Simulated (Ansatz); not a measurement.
Basis-set extrapolation for C3H4FN, SMILES `C=C=C(N)F` (PBE0-D4/def2-TZVP geometry, frozen core, Ansatz). Multiplicity 1, RHF reference.

```tsv
	def2-TZVPP	def2-QZVPP
HF	-269.853648	-269.865489
MP2 correlation	-0.923465	-0.992878
CCSD(T) correlation	-0.988308	not run
```

Energies in hartree. Use E(X) = E(∞) + A·exp(−7.88·√X) for Hartree–Fock and E(X) = E(∞) + B·X^(−2.97) for correlation, with X = 3 and 4, and add CCSD(T) minus MP2 of the smaller set to the MP2 limit.

What is the CCSD(T) energy at the basis-set limit?

HF limit: -269.865489 + (-0.011841) × 0.13774 = -269.86712. MP2 limit: -0.992878 + (-0.069413) × 0.74074 = -1.04429. Higher-order term: -0.988308 − (-0.923465) = -0.06484. Total: -270.97625 hartree, 352.6 kJ/mol below CCSD(T)/def2-TZVPP.
